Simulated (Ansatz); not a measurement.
SnHgO₃ (R-3c, No. 167; structure not from a measured cell) was calculated with PBEsol+SOC (PAW; Ansatz, an electronic-structure program).

Numerical settings: plane-wave cutoff 520 eV, 8×8×8 k mesh, Fermi–Dirac smearing 0.01 eV, PAW data made under PBE.

Cell (relaxed with PBEsol):

```xyz
10
Lattice="2.7955 1.6140 4.6645 -2.7955 1.6140 4.6645 0.0000 -3.2280 4.6645" Properties=species:S:1:pos:R:3 pbc="T T T"
Sn     0.0000     0.0000     0.0000
Sn     0.0000     0.0000     6.9967
Hg     0.0000     0.0000    10.4951
Hg     0.0000     0.0000     3.4984
O     -1.1014     1.3203     5.8306
O      1.1014    -1.3203     8.1628
O     -0.5928    -1.6140     5.8306
O      0.5928     1.6140     8.1628
O      1.6941     0.2936     5.8306
O     -1.6941    -0.2936     8.1628
```

Task: What does this level give for the band gap, smallest direct gap on the k points sampled and Γ–Γ gap?

Result: 
- band gap = 0.01 eV (under three smearing widths, so not firm)
- smallest direct gap on the k points sampled = 0.08 eV
- Γ–Γ gap = 0.17 eV

Note: cell and atoms aren't relaxed at this level (pressure -0.4 GPa).

It cost very roughly 20 core-minutes of CPU time.
